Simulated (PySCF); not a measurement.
# ClF: magnetic properties, part 2 of 2

PySCF 2.14.0. Atoms count from 0. The steps go on from the part before.

## Step 11: Magnetic properties: GIAO B3LYP/cc-pVDZ

Job settings and geometry (Å):

```
{"job": {"kind": "mag", "xc": "B3LYP", "basis": "cc-pVDZ"}, "charge": 0, "multiplicity": 1}
F     -0.760036    -0.256153     0.164541
Cl     0.762954     0.257400    -0.178698
```

With the program's defaults for keys left out, this is: GIAO B3LYP/cc-pVDZ magnetisability, rotational g tensor and spin-rotation constants, non-relativistic, gas phase.

Log:

```text
coarse grid: 2712 points
cycle   1  E = -559.9418859334  dE =  1.507e-01  |g| = 3.965e-01  |ddm| = 2.161e+00
cycle   2  E = -559.8821308425  dE =  5.976e-02  |g| = 6.965e-01  |ddm| = 1.189e+00
cycle   3  E = -559.9681404436  dE = -8.601e-02  |g| = 5.866e-02  |ddm| = 8.210e-01
cycle   4  E = -559.9688443080  dE = -7.039e-04  |g| = 1.136e-02  |ddm| = 7.678e-02
cycle   5  E = -559.9688755406  dE = -3.123e-05  |g| = 1.779e-03  |ddm| = 1.315e-02
cycle   6  E = -559.9688763864  dE = -8.458e-07  |g| = 2.065e-04  |ddm| = 4.449e-03
final grid: 23352 points
cycle   7  E = -559.9705912634  dE = -1.413e-06  |g| = 1.591e-03  |ddm| = 9.858e-03
cycle   8  E = -559.9705909538  dE =  3.095e-07  |g| = 2.119e-03  |ddm| = 4.647e-03
cycle   9  E = -559.9705916378  dE = -6.840e-07  |g| = 4.543e-04  |ddm| = 2.499e-03
cycle  10  E = -559.9705916842  dE = -4.640e-08  |g| = 1.589e-05  |ddm| = 8.406e-04
cycle  11  E = -559.9705916843  dE = -4.627e-11  |g| = 5.710e-06  |ddm| = 2.749e-05
converged SCF energy = -559.9705916843

Magnetisability tensor (1e-30 J/T^2)
     -467.83      -69.42       46.40
      -69.42     -285.36       15.64
       46.40       15.64     -272.41
isotropic -341.87   principal values    -501.69   -261.96   -261.96
isotropic susceptibility -20.588 1e-6 cm^3/mol

Inertial axes            a          b          c
rot. const./GHz           -    15.1991    15.1991
chi total           -30.213    -15.775    -15.775
chi diamagnetic     -30.213    -96.401    -96.401
chi paramagnetic      0.000     80.626     80.626
quadrupole/D A        1.421     -0.710     -0.710
g nuclear                 -     0.4816     0.4816
g electronic              -    -0.5757    -0.5757
g total                   -    -0.0941    -0.0941

Spin-rotation constants (kHz, H = +C I.J)
atom  isotope        aa         bb         cc
  0    19F            -    -19.381    -19.381
  1   35Cl            -     20.455     20.455
```

Run time: 0.45 s. Hardware: 1 thread of Arm Neoverse V2, shared host.

Key values:

```
              quantity                value
       magnetisability      -342·10⁻³⁰ J/T²
  molar susceptibility   -20.6·10⁻⁶ cm³/mol
rotational g (a, b, c)  –, -0.0941, -0.0941
```

## Step 12: Magnetic properties: GIAO B3LYP/aug-pcSseg-1

Job settings and geometry (Å):

```
{"job": {"kind": "mag", "xc": "B3LYP", "basis": "aug-pcSseg-1"}, "charge": 0, "multiplicity": 1}
F     -0.760036    -0.256153     0.164541
Cl     0.762954     0.257400    -0.178698
```

Method: GIAO B3LYP/aug-pcSseg-1 magnetisability, rotational g tensor and spin-rotation constants, non-relativistic, gas phase.

Log:

```text
coarse grid: 2712 points
cycle   1  E = -559.9230310844  dE =  1.292e-01  |g| = 3.338e-01  |ddm| = 1.286e+00
cycle   2  E = -559.8786466037  dE =  4.438e-02  |g| = 6.146e-01  |ddm| = 4.463e-01
cycle   3  E = -559.9402188304  dE = -6.157e-02  |g| = 7.238e-02  |ddm| = 3.284e-01
cycle   4  E = -559.9411268336  dE = -9.080e-04  |g| = 1.283e-02  |ddm| = 4.749e-02
cycle   5  E = -559.9411635557  dE = -3.672e-05  |g| = 2.273e-03  |ddm| = 1.162e-02
cycle   6  E = -559.9411645551  dE = -9.994e-07  |g| = 2.411e-04  |ddm| = 2.084e-03
final grid: 23352 points
cycle   7  E = -559.9521566063  dE = -3.122e-06  |g| = 1.880e-03  |ddm| = 5.186e-03
cycle   8  E = -559.9521552252  dE =  1.381e-06  |g| = 3.528e-03  |ddm| = 2.438e-03
cycle   9  E = -559.9521571326  dE = -1.907e-06  |g| = 2.828e-04  |ddm| = 1.690e-03
cycle  10  E = -559.9521571506  dE = -1.798e-08  |g| = 5.295e-05  |ddm| = 2.990e-04
cycle  11  E = -559.9521571510  dE = -3.720e-10  |g| = 8.179e-06  |ddm| = 3.123e-05
converged SCF energy = -559.9521571510

Magnetisability tensor (1e-30 J/T^2)
     -479.04      -82.00       54.81
      -82.00     -263.51       18.48
       54.81       18.48     -248.21
isotropic -330.25   principal values    -519.04   -235.86   -235.86
isotropic susceptibility -19.888 1e-6 cm^3/mol

Inertial axes            a          b          c
rot. const./GHz           -    15.1991    15.1991
chi total           -31.257    -14.204    -14.204
chi diamagnetic     -31.257    -97.380    -97.380
chi paramagnetic      0.000     83.177     83.177
quadrupole/D A        1.495     -0.747     -0.747
g nuclear                 -     0.4816     0.4816
g electronic              -    -0.5939    -0.5939
g total                   -    -0.1123    -0.1123

Spin-rotation constants (kHz, H = +C I.J)
atom  isotope        aa         bb         cc
  0    19F            -    -23.896    -23.896
  1   35Cl            -     25.031     25.031
```

It took 0.73 s on 1 thread of Arm Neoverse V2, shared host.

In short:

```
              quantity                value
       magnetisability      -330·10⁻³⁰ J/T²
  molar susceptibility   -19.9·10⁻⁶ cm³/mol
rotational g (a, b, c)  –, -0.1123, -0.1123
```

## Step 13: Magnetic properties: GIAO B3LYP/def2-SVPD

Job settings and geometry (Å):

```
{"job": {"kind": "mag", "xc": "B3LYP", "basis": "def2-SVPD"}, "charge": 0, "multiplicity": 1}
F     -0.760036    -0.256153     0.164541
Cl     0.762954     0.257400    -0.178698
```

With the program's defaults for keys left out, this is: GIAO B3LYP/def2-SVPD magnetisability, rotational g tensor and spin-rotation constants, non-relativistic, gas phase.

Log:

```text
coarse grid: 2712 points
cycle   1  E = -559.6838019928  dE =  1.241e-01  |g| = 3.131e-01  |ddm| = 1.432e+00
cycle   2  E = -559.6426993994  dE =  4.110e-02  |g| = 5.701e-01  |ddm| = 5.286e-01
cycle   3  E = -559.7008834684  dE = -5.818e-02  |g| = 7.121e-02  |ddm| = 3.680e-01
cycle   4  E = -559.7018119362  dE = -9.285e-04  |g| = 1.142e-02  |ddm| = 5.210e-02
cycle   5  E = -559.7018436308  dE = -3.169e-05  |g| = 1.798e-03  |ddm| = 1.173e-02
cycle   6  E = -559.7018444825  dE = -8.517e-07  |g| = 7.714e-05  |ddm| = 1.948e-03
final grid: 23352 points
cycle   7  E = -559.7576223921  dE = -1.554e-06  |g| = 2.078e-03  |ddm| = 6.759e-03
cycle   8  E = -559.7576209241  dE =  1.468e-06  |g| = 3.567e-03  |ddm| = 3.185e-03
cycle   9  E = -559.7576230761  dE = -2.152e-06  |g| = 4.657e-04  |ddm| = 2.168e-03
cycle  10  E = -559.7576231245  dE = -4.840e-08  |g| = 2.146e-05  |ddm| = 4.487e-04
cycle  11  E = -559.7576231246  dE = -9.413e-11  |g| = 8.497e-06  |ddm| = 2.285e-05
converged SCF energy = -559.7576231246

Magnetisability tensor (1e-30 J/T^2)
     -479.68      -82.41       55.08
      -82.41     -263.08       18.57
       55.08       18.57     -247.70
isotropic -330.15   principal values    -519.88   -235.29   -235.29
isotropic susceptibility -19.882 1e-6 cm^3/mol

Inertial axes            a          b          c
rot. const./GHz           -    15.1991    15.1991
chi total           -31.308    -14.169    -14.169
chi diamagnetic     -31.308    -97.455    -97.455
chi paramagnetic      0.000     83.285     83.285
quadrupole/D A        1.468     -0.734     -0.734
g nuclear                 -     0.4816     0.4816
g electronic              -    -0.5947    -0.5947
g total                   -    -0.1131    -0.1131

Spin-rotation constants (kHz, H = +C I.J)
atom  isotope        aa         bb         cc
  0    19F            -    -22.590    -22.590
  1   35Cl            -     22.776     22.776
```

Run time: 0.61 s. Hardware: 1 thread of Arm Neoverse V2, shared host.

Key values:

```
              quantity                value
       magnetisability      -330·10⁻³⁰ J/T²
  molar susceptibility   -19.9·10⁻⁶ cm³/mol
rotational g (a, b, c)  –, -0.1131, -0.1131
```

## Step 14: Magnetic properties: GIAO B3LYP/aug-cc-pVDZ

Job settings and geometry (Å):

```
{"job": {"kind": "mag", "xc": "B3LYP", "basis": "aug-cc-pVDZ"}, "charge": 0, "multiplicity": 1}
F     -0.760036    -0.256153     0.164541
Cl     0.762954     0.257400    -0.178698
```

Method: GIAO B3LYP/aug-cc-pVDZ magnetisability, rotational g tensor and spin-rotation constants, non-relativistic, gas phase.

Log:

```text
coarse grid: 2712 points
cycle   1  E = -559.9725928234  dE =  1.439e-01  |g| = 3.057e-01  |ddm| = 2.050e+00
cycle   2  E = -559.9326718135  dE =  3.992e-02  |g| = 5.609e-01  |ddm| = 8.904e-01
cycle   3  E = -559.9887085159  dE = -5.604e-02  |g| = 6.743e-02  |ddm| = 6.113e-01
cycle   4  E = -559.9895433727  dE = -8.349e-04  |g| = 1.111e-02  |ddm| = 6.958e-02
cycle   5  E = -559.9895738927  dE = -3.052e-05  |g| = 1.889e-03  |ddm| = 1.909e-02
cycle   6  E = -559.9895748807  dE = -9.880e-07  |g| = 7.267e-05  |ddm| = 3.964e-03
final grid: 23352 points
cycle   7  E = -559.9913152882  dE = -1.506e-06  |g| = 1.538e-03  |ddm| = 1.027e-02
cycle   8  E = -559.9913146250  dE =  6.632e-07  |g| = 2.515e-03  |ddm| = 4.319e-03
cycle   9  E = -559.9913156624  dE = -1.037e-06  |g| = 3.968e-04  |ddm| = 2.601e-03
cycle  10  E = -559.9913156990  dE = -3.659e-08  |g| = 2.055e-05  |ddm| = 7.408e-04
cycle  11  E = -559.9913156991  dE = -7.242e-11  |g| = 8.609e-06  |ddm| = 3.074e-05
converged SCF energy = -559.9913156991

Magnetisability tensor (1e-30 J/T^2)
     -476.80      -80.84       54.03
      -80.84     -264.32       18.22
       54.03       18.22     -249.24
isotropic -330.12   principal values    -516.23   -237.06   -237.06
isotropic susceptibility -19.880 1e-6 cm^3/mol

Inertial axes            a          b          c
rot. const./GHz           -    15.1991    15.1991
chi total           -31.088    -14.276    -14.276
chi diamagnetic     -31.088    -97.329    -97.329
chi paramagnetic      0.000     83.052     83.052
quadrupole/D A        1.362     -0.681     -0.681
g nuclear                 -     0.4816     0.4816
g electronic              -    -0.5930    -0.5930
g total                   -    -0.1115    -0.1115

Spin-rotation constants (kHz, H = +C I.J)
atom  isotope        aa         bb         cc
  0    19F            -    -22.037    -22.037
  1   35Cl            -     22.525     22.525
```

It took 0.65 s on 1 thread of Arm Neoverse V2, shared host.

In short:

```
              quantity                value
       magnetisability      -330·10⁻³⁰ J/T²
  molar susceptibility   -19.9·10⁻⁶ cm³/mol
rotational g (a, b, c)  –, -0.1115, -0.1115
```

## Step 15: The levels compared

```
                    level  ξ (10⁻³⁰ J/T²)  g(a)     g(b)  gap (eV)  functions    time
GIAO LC-wPBE/aug-pcSseg-2            -323     –  -0.1137     11.65        111   2.8 s
      GIAO B3LYP/pcSseg-1            -341     –  -0.1005      5.77         41  0.52 s
        GIAO B3LYP/STO-3G            -388     –  -0.0392      6.91         14  0.28 s
       GIAO B3LYP/IGLO-II            -329     –  -0.1039      5.72         57  0.62 s
      GIAO B3LYP/pcSseg-0            -364     –  -0.0829      5.98         22  0.34 s
     GIAO B3LYP/def2-TZVP            -325     –  -0.1110      5.67         68   0.9 s
   GIAO B3LYP/aug-cc-pVTZ            -325     –  -0.1145      5.65         96   1.4 s
      GIAO B3LYP/pcSseg-2            -327     –  -0.1119      5.68         79   1.1 s
       GIAO B3LYP/cc-pVDZ            -342     –  -0.0941      5.79         32  0.45 s
  GIAO B3LYP/aug-pcSseg-1            -330     –  -0.1123      5.62         59  0.73 s
     GIAO B3LYP/def2-SVPD            -330     –  -0.1131      5.62         50  0.61 s
   GIAO B3LYP/aug-cc-pVDZ            -330     –  -0.1115      5.63         50  0.65 s
```

## Step 16: Summary of results

This closing draws on all 2 parts.

| quantity | value |
| --- | --- |
| point group | C∞v |
| rotational constants (main isotopes) | 15.20, 15.20 GHz |
| magnetisability (step 3, GIAO LC-wPBE/aug-pcSseg-2) | -323·10⁻³⁰ J/T² |
| molar susceptibility (step 3, GIAO LC-wPBE/aug-pcSseg-2) | -19.4·10⁻⁶ cm³/mol |
| rotational g (a, b, c) (step 3, GIAO LC-wPBE/aug-pcSseg-2) | –, -0.1137, -0.1137 |
| magnetisability over the levels | -364 to -323·10⁻³⁰ J/T² |

In words: Over 3 steps the energy fell by 0.019 eV; of the close pairs, F0–Cl1 changed most, 1.682 to 1.643 Å. GIAO B3LYP/STO-3G has a minimal basis, so it is left out of the spread where two other levels stand. The magnetisability spreads by 12.3 % over 11 levels, from GIAO B3LYP/pcSseg-0 (0.34 s) to GIAO LC-wPBE/aug-pcSseg-2 (2.8 s); the runs took 0.34 s to 2.8 s. Vibrational averaging and real surroundings are missing from these values.
